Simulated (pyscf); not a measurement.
Optimised with ωB97X-D3(BJ)/def2-SVP in PySCF.

### Question
Estimate by transition-state theory the rate constant of `[GeH3]` [doublet] + `[SiH3][SiH3]` -> `[GeH4]` + `[SiH2][SiH3]` [doublet] (doublet surface; H–Si broken, Ge–H formed) at 1200 K, with ωB97M-D3(BJ)/def2-TZVP energies (ideal gas, 1 atm, RRHO with modes under 100 cm⁻¹ raised to 100, one conformer, R ln 2 for chiral ones without a mode under 150 cm⁻¹; no tunnelling).

### Answer
The electronic barrier is 9.9 kcal/mol and the thermal terms add +26.7, so ΔG‡ = 36.6 kcal/mol. With k_BT/h = 2.50e+13 s⁻¹ and RT = 2.385 kcal/mol, and a volume of 1.64e-19 cm³ per molecule at 1 atm, k = 9.0e-13 cm³ molecule⁻¹ s⁻¹. Wigner's tunnelling factor for 1423i cm⁻¹ would be 1.12. A shift of 1 kcal/mol in the barrier changes k by a factor 1.5. This is the saddle that the search found; another between the same sides may lie lower. The angle at the transferred H is 176°. Elements up to Kr have no core potential and no relativistic terms here.
